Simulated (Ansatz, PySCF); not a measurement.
Molecule: C$_{2}$H$_{5}$O, net charge 0, doublet state. It need not be the lowest isomer of its formula. SMILES: C(O)[CH2]
Geometry from a B3LYP-D3(BJ)/def2-TZVP (Ansatz, a quantum-chemistry and plane-wave program) optimisation:
```xyz
8

C      1.1500    -0.5481     0.0778
C      0.1001     0.4855     0.1538
O     -1.1512    -0.0848    -0.2195
H     -1.8025     0.6203    -0.2893
H      0.0546     0.9063     1.1703
H      0.3469     1.3296    -0.5164
H      2.1102    -0.3827     0.5442
H      0.9997    -1.4196    -0.5423
```
Charge 0, spin multiplicity 2.

Property: atomisation energy (electronic, to ground-state atoms), in kcal/mol. Valence correlation only, unless marked. Open shells are spin-unrestricted. No spin-orbit coupling. Non-relativistic. The coupled-cluster limit lacks core correlation, which all-electron functionals hold. CBS marks a two-point X^-3 extrapolation of the correlation energy; Hartree-Fock from the larger set. The bracket is a focal-point correction in the basis named.

| level | program | atomisation energy (kcal/mol) |
|---|---|---|
| HF/6-31G* | Ansatz | 504.4 |
| HF/cc-pVTZ | Ansatz | 510.9 |
| HF-D4/def2-TZVPD | PySCF + dftd4 | 518.9 |
| TPSS/def2-TZVPD | PySCF | 703.0 |
| B97M-V/def2-TZVPD | Ansatz | 698.5 |
| PBE0/STO-3G | Ansatz | 793.7 |
| PBE0-D4/def2-TZVP | Ansatz + dftd4 | 702.0 |
| BHLYP-D3(BJ)/def2-TZVPD | Ansatz + dftd3 | 679.7 |
| TPSSh-D4/def2-TZVPD | PySCF + dftd4 | 702.6 |
| r2SCAN0/def2-TZVPD | Ansatz | 692.8 |
| M06-2X/def2-TZVPD | PySCF | 699.1 |
| MN15-D3(BJ)/def2-TZVPD | PySCF + dftd3 | 699.4 |
| CAM-B3LYP-D3(BJ)/def2-TZVPD | Ansatz + dftd3 | 704.0 |
| LC-wPBE-D3(BJ)/def2-TZVPD | Ansatz + dftd3 | 702.4 |
| RPA@PBE/cc-pVTZ | Ansatz | 651.7 |
| RI-MP2/CBS(cc-pVTZ,cc-pVQZ) | Ansatz | 708.1 |
| CCSD/STO-3G | Ansatz | 673.1 |
| CCSD/6-31G | Ansatz | 585.4 |
| CCSD(T)/6-31G | Ansatz | 588.3 |
| CCSD(T)/6-31G* | Ansatz | 630.9 |
| RI-MP2/CBS(cc-pVTZ,cc-pVQZ)+[CCSD(T)-MP2]/cc-pVTZ | Ansatz | 700.0 |
